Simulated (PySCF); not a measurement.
**CCl₃: structure of the doublet**

Where does doublet CCl₃ go from a trigonal planar start, is the end point a minimum, and what are its modes, charges and moments?

Computed with PySCF 2.14.0. Level: PBE0, basis C def2-TZVP, Cl def2-TZVP, no relativity, density fitting.

**1. Where the work starts**

4 atoms, charge 0, spin multiplicity 2.

Bond lengths: C1–Cl2 1.740 Å, C1–Cl3 1.740 Å, C1–Cl4 1.740 Å. Angles: Cl2–C1–Cl3 120.0°, Cl2–C1–Cl4 120.0°, Cl3–C1–Cl4 120.0°.

```xyz
4
charge 0 multiplicity 2
C     0.0000    0.0000    0.0000
Cl    1.7400    0.0000    0.0000
Cl   -0.8700    1.5069    0.0000
Cl   -0.8700   -1.5069    0.0000
```

**2. Finding the electronic state**

One driver script runs all steps and calls PySCF; scf.py shows how it sets up the SCF of each step. The optimiser is the driver's own. After this first run the driver tries any further starts and a stability analysis.

The input, scf.py:

```python
from pyscf import gto, scf, dft
mol = gto.M(atom='''
C      0.000000     0.000000     0.000000
Cl     1.740000     0.000000     0.000000
Cl    -0.870000     1.506900     0.000000
Cl    -0.870000    -1.506900     0.000000''',
    basis={'C': 'def2-TZVP', 'Cl': 'def2-TZVP'},
    charge=0, spin=1)
mf = dft.UKS(mol, xc='PBE0')
mf.grids.atom_grid = (50, 194)
aux = {'C': 'def2-universal-JKFIT', 'Cl': 'def2-universal-JKFIT'}
mf = mf.density_fit(auxbasis=aux)
mf.conv_tol = 1e-08
mf.diis_space = 10
mf.max_cycle = 60
mf.init_guess = 'minao'
mf.verbose = 4
mf.kernel()
```

Command:

```bash
$ OMP_NUM_THREADS=4 python axn.py task.json out
```

After this run come: Relaxation: trigonal planar start, doublet; Is it a minimum? Harmonic modes; Following the imaginary mode; Hessian and properties.

Before running it: what results should come out? Wanted: minimum; geometry; wavenumbers; dipole moment; highest occupied, lowest empty level; polar-tensor charge of C1; zero-point energy; atomisation energy; ⟨S²⟩.

As calculated:

| quantity | value |
| --- | --- |
| minimum | doublet, C3v |
| geometry | C–Cl 1.701 Å (×3); Cl–C–Cl 117.4° (×3) |
| wavenumbers (cm⁻¹) | 275 (e), 312 (a1), 504 (a1), 925 (e) |
| dipole moment | 0.15 D |
| highest occupied, lowest empty level (either spin) | -6.43, -2.40 eV |
| polar-tensor charge of C1 | +0.89 e |
| zero-point energy | 19.2 kJ/mol |
| entropy at 298.15 K | 301.1 J/(mol K) |
| atomisation energy (no zero-point energy) | 1062 kJ/mol |
| ⟨S²⟩ | 0.755 |

In words: From D3h at the start the molecule goes to a C3v minimum, after a stop at a saddle point 4.6 kJ/mol higher, from which it was pushed off along an imaginary mode. In the infrared the band at 925 cm⁻¹ (e) leads. Most of the spin sits on C1 (Mulliken spin 0.75, against 1 for the whole molecule). Only this shape and spin were tried, so other structures or states may lie lower.
